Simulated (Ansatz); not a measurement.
Total energies of `C=CCOC=C`.

Cartesian coordinates in Å:
```
C -1.1317 0.1324 -2.4757
C -1.1383 0.5353 -1.2148
C -0.0334 0.2713 -0.2554
O -0.5850 -0.2811 0.9259
C 0.2780 -0.5485 1.9211
C 1.5957 -0.3695 1.9364
H -1.9406 0.3773 -3.1536
H -0.3122 -0.4551 -2.8780
H -1.9721 1.1141 -0.8258
H 0.4866 1.2062 -0.0009
H 0.7042 -0.4170 -0.6857
H -0.2520 -0.9578 2.7747
H 2.1566 0.0322 1.1040
H 2.1442 -0.6398 2.8278
```

Charge 0, multiplicity 1. The geometry is a stationary point of PBE0-D4/def2-TZVP. It is one conformer, not always the lowest. Basis def2-TZVPP, Ansatz.

RPA on PBE orbitals: Hartree–Fock energy of these orbitals -268.84489 Eh, correlation -1.71345 Eh (frozen core).

| functional | energy without D4 (Eh) | D4 term (kJ/mol) |
| --- | --- | --- |
| LDA (SPW92) | -268.24221 | – |
| PBE | -270.26662 | -25.0 |
| revPBE | -270.53121 | -87.6 |
| BLYP | -270.50773 | -56.0 |
| r2SCAN | -270.45376 | -6.6 |
| B97M-V | -270.59715 | – |
| B3LYP | -270.62520 | -39.7 |
| r2SCANh | -270.44035 | -6.9 |
| r2SCAN0 | -270.42157 | -7.6 |
| HSE06 (plane-wave form) | -270.27481 | -19.4 |
| BHLYP | -270.45247 | -27.2 |
| LC-ωPBE | -270.43165 | – |
| ωB97X-V | -270.53008 | – |
| PBE-QIDH | -270.24672 | – |

Give the same for PBE0, CAM-B3LYP, ωB97M-V, B2PLYP. (An estimate is asked.)

The calculation gave: 
```csv
functional,energy without D4 (Eh),D4 term (kJ/mol)
PBE0,-270.28993,-21.0
CAM-B3LYP,-270.47812,-20.9
ωB97M-V,-270.49342,–
B2PLYP,-270.38336,–
```

B3LYP takes the VWN-RPA correlation (the form of Gaussian; ORCA's B3LYP/G). HSE06 is the plane-wave form, built on full-range PBE exchange. The double hybrids freeze the cores in their second-order part.

LC-ωPBE has ω = 0.4 bohr⁻¹.
